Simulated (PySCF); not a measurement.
Compound: C₄H₃N.
SMILES with atom numbers: `[CH:1]#[C:2][C@@H:3]1[CH:4]=[N:5]1` (hydrogens: H6 on C1; H7 on C3; H8 on C4)

The same species was optimised twice, with GFN2-xTB and with PBE0-D3(BJ)/def2-SVP (PySCF), and the same property calculations (PySCF, gas phase) were run on both structures.

```json
{"coordinate": "C4–H8 (Å)", "GFN2-xTB": "1.063", "PBE0-D3(BJ)/def2-SVP": "1.093", "change": "+0.030"}
{"coordinate": "C1–H6 (Å)", "GFN2-xTB": "1.049", "PBE0-D3(BJ)/def2-SVP": "1.074", "change": "+0.025"}
{"coordinate": "C3–N5 (Å)", "GFN2-xTB": "1.513", "PBE0-D3(BJ)/def2-SVP": "1.532", "change": "+0.019"}
{"coordinate": "C1≡C2 (Å)", "GFN2-xTB": "1.198", "PBE0-D3(BJ)/def2-SVP": "1.212", "change": "+0.014"}
{"coordinate": "C3–H7 (Å)", "GFN2-xTB": "1.086", "PBE0-D3(BJ)/def2-SVP": "1.098", "change": "+0.012"}
{"coordinate": "C2–C3 (Å)", "GFN2-xTB": "1.428", "PBE0-D3(BJ)/def2-SVP": "1.439", "change": "+0.011"}
{"coordinate": "C3–C4 (Å)", "GFN2-xTB": "1.460", "PBE0-D3(BJ)/def2-SVP": "1.454", "change": "-0.006"}
{"coordinate": "C4=N5 (Å)", "GFN2-xTB": "1.248", "PBE0-D3(BJ)/def2-SVP": "1.248", "change": "0.000"}
{"coordinate": "N5–C4–H8 (°)", "GFN2-xTB": "145.1", "PBE0-D3(BJ)/def2-SVP": "140.4", "change": "-4.7"}
{"coordinate": "C3–C4–H8 (°)", "GFN2-xTB": "147.5", "PBE0-D3(BJ)/def2-SVP": "151.0", "change": "+3.5"}
{"coordinate": "C2–C3–C4 (°)", "GFN2-xTB": "120.6", "PBE0-D3(BJ)/def2-SVP": "122.1", "change": "+1.5"}
{"coordinate": "C3–C4–N5 (°)", "GFN2-xTB": "67.4", "PBE0-D3(BJ)/def2-SVP": "68.6", "change": "+1.2"}
{"coordinate": "N5–C3–H7 (°)", "GFN2-xTB": "116.4", "PBE0-D3(BJ)/def2-SVP": "115.4", "change": "-1.0"}
{"coordinate": "C3–N5–C4 (°)", "GFN2-xTB": "63.0", "PBE0-D3(BJ)/def2-SVP": "62.1", "change": "-0.9"}
{"coordinate": "C2–C1–H6 (°)", "GFN2-xTB": "178.8", "PBE0-D3(BJ)/def2-SVP": "179.6", "change": "+0.8"}
{"coordinate": "C2–C3–H7 (°)", "GFN2-xTB": "115.5", "PBE0-D3(BJ)/def2-SVP": "115.0", "change": "-0.5"}
```

Rotational constants: A = 22197, B = 3519, C = 3468 MHz (GFN2-xTB) against A = 22576, B = 3426, C = 3373 MHz (PBE0-D3(BJ)/def2-SVP). Point groups within 0.08 Å: C1 and C1.

On the GFN2-xTB structure: lowest singlet, TDDFT (eV) 4.88 [wB97X-D/def2-SVPD]; lowest triplet, Tamm–Dancoff (eV) 4.28 [wB97X-D/def2-SVPD]; isotropic polarisability (au) 49.0 [wB97X-D/def2-SVPD]; HOMO (eV) -9.21 [wB97X-D/def2-SVPD]; LUMO (eV) 0.88 [wB97X-D/def2-SVPD]; dipole (D) 2.27 [wB97X-D/def2-SVPD]; HOMO (eV) -7.33 [PBE0/pcSseg-1]; LUMO (eV) -0.92 [PBE0/pcSseg-1]; dipole (D) 2.30 [PBE0/pcSseg-1]; GIAO shielding of C1 (ppm) 115.6 [PBE0/pcSseg-1]; GIAO shielding of C2 (ppm) 95.7 [PBE0/pcSseg-1]; GIAO shielding of C3 (ppm) 172.6 [PBE0/pcSseg-1]; GIAO shielding of C4 (ppm) 14.8 [PBE0/pcSseg-1]; GIAO shielding of N5 (ppm) -83.1 [PBE0/pcSseg-1].

What do these properties become on the PBE0-D3(BJ)/def2-SVP structure?

```json
{"property": "lowest singlet, TDDFT (eV)", "level": "wB97X-D/def2-SVPD", "on GFN2-xTB": "4.88", "on PBE0-D3(BJ)/def2-SVP": "5.01", "change": "+0.13"}
{"property": "lowest triplet, Tamm–Dancoff (eV)", "level": "wB97X-D/def2-SVPD", "on GFN2-xTB": "4.28", "on PBE0-D3(BJ)/def2-SVP": "4.40", "change": "+0.12"}
{"property": "isotropic polarisability (au)", "level": "wB97X-D/def2-SVPD", "on GFN2-xTB": "49.0", "on PBE0-D3(BJ)/def2-SVP": "50.1", "change": "+1.1"}
{"property": "HOMO (eV)", "level": "wB97X-D/def2-SVPD", "on GFN2-xTB": "-9.21", "on PBE0-D3(BJ)/def2-SVP": "-9.26", "change": "-0.05"}
{"property": "LUMO (eV)", "level": "wB97X-D/def2-SVPD", "on GFN2-xTB": "0.88", "on PBE0-D3(BJ)/def2-SVP": "0.92", "change": "+0.04"}
{"property": "dipole (D)", "level": "wB97X-D/def2-SVPD", "on GFN2-xTB": "2.27", "on PBE0-D3(BJ)/def2-SVP": "2.20", "change": "-0.07"}
{"property": "energy, GFN2-xTB geometry as zero (kcal/mol)", "level": "wB97X-D/def2-SVPD", "on GFN2-xTB": "0.0", "on PBE0-D3(BJ)/def2-SVP": "-1.3", "change": "-1.3"}
{"property": "HOMO (eV)", "level": "PBE0/pcSseg-1", "on GFN2-xTB": "-7.33", "on PBE0-D3(BJ)/def2-SVP": "-7.38", "change": "-0.05"}
{"property": "LUMO (eV)", "level": "PBE0/pcSseg-1", "on GFN2-xTB": "-0.92", "on PBE0-D3(BJ)/def2-SVP": "-0.88", "change": "+0.04"}
{"property": "dipole (D)", "level": "PBE0/pcSseg-1", "on GFN2-xTB": "2.30", "on PBE0-D3(BJ)/def2-SVP": "2.23", "change": "-0.07"}
{"property": "energy, GFN2-xTB geometry as zero (kcal/mol)", "level": "PBE0/pcSseg-1", "on GFN2-xTB": "0.0", "on PBE0-D3(BJ)/def2-SVP": "-0.8", "change": "-0.8"}
{"property": "GIAO shielding of C1 (ppm)", "level": "PBE0/pcSseg-1", "on GFN2-xTB": "115.6", "on PBE0-D3(BJ)/def2-SVP": "113.4", "change": "-2.2"}
{"property": "GIAO shielding of C2 (ppm)", "level": "PBE0/pcSseg-1", "on GFN2-xTB": "95.7", "on PBE0-D3(BJ)/def2-SVP": "95.4", "change": "-0.3"}
{"property": "GIAO shielding of C3 (ppm)", "level": "PBE0/pcSseg-1", "on GFN2-xTB": "172.6", "on PBE0-D3(BJ)/def2-SVP": "168.9", "change": "-3.7"}
{"property": "GIAO shielding of C4 (ppm)", "level": "PBE0/pcSseg-1", "on GFN2-xTB": "14.8", "on PBE0-D3(BJ)/def2-SVP": "14.5", "change": "-0.3"}
{"property": "GIAO shielding of N5 (ppm)", "level": "PBE0/pcSseg-1", "on GFN2-xTB": "-83.1", "on PBE0-D3(BJ)/def2-SVP": "-89.1", "change": "-6.0"}
```

The heavy atoms differ by 0.026 Å rms after alignment. Among all bonds C4–H8 changes most (+0.030 Å). Changes are differences of the printed values. Neither structure is proved a minimum here.

Note: wB97X-D ran without an empirical dispersion term, which enters the total energy and its gradient alone.
